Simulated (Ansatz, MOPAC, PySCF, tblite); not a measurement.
Dissociation curve of C2H6, SMILES CC. The C1–C5 bond (C1 also carries H, H, H; C5 carries H, H, H) is stretched with both fragments frozen at the PBE0/def2-TZVP optimised geometry. Each curve is given relative to its own lowest point near equilibrium.

| R / Å | A | B | C | D |
|---|---|---|---|---|
| 1.20 | 102.2 | 105.4 | 103.2 | 154.4 |
| 1.31 | 36.5 | 37.0 | 35.3 | 49.2 |
| 1.35 | 22.7 | 22.7 | 21.2 | 29.2 |
| 1.41 | 9.0 | 8.6 | 7.7 | 11.2 |
| 1.46 | 2.8 | 2.4 | 1.9 | 3.3 |
| 1.52 | 0.0 | 0.0 | 0.0 | 0.0 |
| 1.55 | 0.1 | 0.4 | 0.7 | 0.4 |
| 1.58 | 1.1 | 1.7 | 2.2 | 1.8 |
| 1.65 | 5.9 | 7.5 | 8.7 | 8.3 |
| 1.74 | 15.8 | 19.1 | 21.4 | 21.2 |
| 1.88 | 35.9 | 42.3 | 46.5 | 47.0 |
| 2.06 | 64.5 | 75.6 | 82.0 | 85.4 |
| 2.29 | 99.7 | 108.3 | 125.0 | 135.9 |
| 2.50 | 127.9 | 121.7 | 157.7 | 177.0 |
| 2.74 | 154.9 | 128.6 | 186.1 | 214.3 |
| 3.05 | 182.1 | 132.1 | 210.1 | 248.2 |
| 3.37 | 202.7 | 133.3 | 223.8 | 271.1 |
| 3.67 | 216.7 | 133.7 | 230.2 | 285.4 |
| 4.09 | 230.1 | 133.8 | 233.0 | 298.9 |
| 4.57 | 239.7 | 133.8 | 233.4 | 309.1 |
| 5.39 | 248.4 | 133.7 | 233.5 | 320.9 |

Energies in mEh.

Question: Which curve belongs to which method? The methods are GFN2-xTB, 300 K electronic temperature run with tblite; PM7, restricted, heats of formation in MOPAC; restricted B3LYP/6-311+G**, spherical d run with PySCF 2.14.0; UHF/cc-pVTZ run with Ansatz (a program for electronic structure).

Answer: A is RKS-B3LYP/6-311+G**; B is UHF; C is GFN2-xTB; D is PM7.

The restricted form behind PM7, RKS-B3LYP/6-311+G** keeps the bonding electrons paired and can't separate into open-shell fragments. The unrestricted determinant behind UHF is spin-contaminated at 2.29 to 5.39 Å (<S²> up to 1.0, against 0.00 for a pure singlet).
